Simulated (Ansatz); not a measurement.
# CH2F2: where a starting geometry ends

The starting geometry of this gas-phase triplet was optimised with GFN2-xTB as a singlet; its bonds are those of `FCF`.

```xyz
5

C    -0.2952    0.3490    0.0178
F    -0.6111    1.2766    0.9379
F    -0.5340   -0.8638    0.5457
H    -0.9411    0.4867   -0.8604
H     0.7756    0.4304   -0.2143
```

**Question.** Predict what becomes of its bonds when it is optimised with PBE0-D4/def2-TZVP.

**Answer.** It falls apart into CHF2 + H. Contacts that open: C1–H4 (1.10 → 3.70 Å).

The energy falls by 4.99 eV over 26 steps:

| step | E − E(last) (eV) |
| --- | --- |
| 1 | 4.991 |
| 4 | 3.122 |
| 7 | 0.228 |
| 9 | 0.032 |
| 12 | 0.008 |
| 15 | 0.000 |
| 18 | 0.000 |
| 20 | 0.000 |
| 23 | 0.000 |
| 26 | 0.000 |

Final geometry (Å):

```xyz
5

C     0.4010    0.3298    0.2596
F    -0.3335    1.3297    0.7120
F    -0.2565   -0.8141    0.3194
H    -2.8248    0.5438   -1.5402
H     1.4080    0.2897    0.6759
```

The end wasn't checked by frequencies. Open shells are spin-unrestricted. The triplet needn't be the ground state. Run with Ansatz 0.2.0, 18 s on 2 threads of AMD EPYC 9R45 96-Core Processor (Zen 5), on a shared host.
